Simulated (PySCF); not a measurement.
Simulated outer-valence photoelectron spectrum of `[BH3-]C#[O+]`. Computed with EOM-IP-CCSD/aug-cc-pVDZ in PySCF, restricted Hartree–Fock reference, 3 core orbitals frozen, non-relativistic, gas phase, PBE0-D3(BJ)/def2-SVP geometry.

Each root has a Gaussian of 0.4 eV full width with its one-hole share as area; cross sections and vibrations are left out, and the highest printed point is 100.

(ionisation energy (eV), intensity): (11.6, 1), (11.8, 13), (12.0, 71), (12.2, 100), (12.4, 35), (12.6, 3), (12.8, 0), (13.0, 0), (13.2, 0), (13.4, 0), (13.6, 1), (13.8, 16), (14.0, 48), (14.2, 37), (14.4, 7), (14.6, 0), (14.8, 0), (15.0, 0), (15.2, 0), (15.4, 0), (15.6, 0), (15.8, 0), (16.0, 0), (16.2, 0), (16.4, 0), (16.6, 0), (16.8, 0), (17.0, 3), (17.2, 32), (17.4, 94), (17.6, 68), (17.8, 12), (18.0, 1)

Problem. Where are the maxima, and how many lines lie under the curve?

Solution. 3 maxima, at 12.2, 14.1 and 17.5 eV, from 3 lines (5 roots with degenerate partners counted).

Problem. List the lines with their holes.

Solution. 
```csv
E (eV),leading hole (HF orbital),area,Koopmans (eV)
12.15,HOMO/HOMO-1,1.91,12.78
14.06,HOMO-2,0.94,15.16
17.45,HOMO-3/HOMO-4,1.80,18.80
```

The widest gap, 3.39 eV, lies between 14.06 and 17.45 eV. Only orbitals with −ε under 21 eV, eight at most, were ionised, so the high end of the curve may lack lines.
